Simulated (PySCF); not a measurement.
**Solvent effects on NMR parameters**

Cartesian coordinates in Å; atom numbers follow the order of the lines, from 1:
```xyz
9

F     2.240    0.481   -0.041
C     0.961    0.145   -0.023
C     0.421   -1.153   -0.112
N    -0.904   -1.101   -0.060
N    -1.199    0.185    0.059
C    -0.116    1.000    0.088
H     0.946   -2.102   -0.210
H    -2.170    0.465    0.116
H    -0.179    2.081    0.183
```

GIAO PBE0/pcSseg-1 in PySCF 2.14 on one PBE0-D3(BJ)/def2-SVP conformer, non-relativistic, equivalent nuclei averaged. Solvents enter as an IEF-PCM continuum (dichloromethane with ε = 8.9, water with ε = 78.4) around the gas-phase geometry. Shifts are referred to CFCl3, TMS computed in the same medium.

Gas phase, δ in ppm: F1 -186.3, C2 158.2, C3 130.4, C6 115.9, H8 8.70, H7 7.42, H9 7.26. Dipole moment 2.43 D.

(1) How does each δ change in the continuum?

(2) Which of the listed nuclei move most (in ppm), and what does the model miss? (N and O are left out, as their reference compounds move with the solvent too.)

Answers

(1) 
| atoms | environment | Δδ, dichloromethane | Δδ, water |
| --- | --- | --- | --- |
| F1 | aryl fluorine | -3.2 | -3.5 |
| C2 | aromatic carbon bearing fluorine | +0.3 | +0.4 |
| C3 | aromatic CH next to a ring nitrogen | +0.4 | +0.4 |
| C6 | aromatic CH next to a ring nitrogen | +4.3 | +5.1 |
| H8 | hydrogen on a pyrrole-type ring nitrogen | +0.69 | +0.81 |
| H7 | hydrogen on an aromatic CH next to a ring nitrogen | +0.09 | +0.10 |
| H9 | hydrogen on an aromatic CH next to a ring nitrogen | +0.44 | +0.53 |

Changes are relative to the gas phase. The dipole moment becomes 3.07 D in dichloromethane, 3.20 D in water.

(2) C6 (aromatic CH next to a ring nitrogen, +5.1 ppm) in water. A continuum only polarises the solute; specific hydrogen bonds, the anisotropy of aromatic solvents and changes of geometry or conformer are outside it.
